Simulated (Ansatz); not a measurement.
Two isomers of C3H3FS: A = `FC1C=C1S`, B = `F/C=C1\CS1`.

Program: Ansatz. Geometries: PBE0-D4/def2-TZVP. ΔE: electronic, gas phase. CBS: MP2 limit from def2 TZ/QZ plus the TZ coupled-cluster correction, frozen cores. Functionals use def2-TZVPP. B3LYP here is the variant with VWN-RPA as its local correlation; programs differ in this. Each species was taken in one conformer, which may not be the lowest.

**Question.** Which isomer does CCSD(T)/CBS put lower? Give the gap. (An estimate is asked.)

**Answer.** Ansatz gave: B, by 13.9 kcal/mol.

**Question.** Give E(B) − E(A) in kcal/mol with PBE0-D4, BLYP-D4, CCSD/def2-TZVPP, B3LYP, B2PLYP, HF/def2-TZVPP, LDA (SPW92). (Best estimate.)

**Answer.** The calculation gave: PBE0-D4 -13.6, BLYP-D4 -14.6, CCSD/def2-TZVPP -13.7, B3LYP -13.9, B2PLYP -13.9, HF/def2-TZVPP -12.2, LDA (SPW92) -13.5. None reverses the order clearly.

**Question.** Does the order hold for the free energy at 298.15 K (harmonic terms from PBE0-D4)? (Estimate.)

**Answer.** Computed: Yes: G(B) − G(A) = -11.8 kcal/mol, for one conformer each.

Largest T1 diagnostic: 0.013.

From BLYP to BHLYP (50 % exact exchange), in def2-TZVPP and without D4, E(B) − E(A) moves by +1.2 kcal/mol. In def2-TZVPP, CCSD(T) changes the Hartree–Fock value by −2.1 kcal/mol (the triples alone add −0.6 kcal/mol) and MP2 by −1.3 kcal/mol.
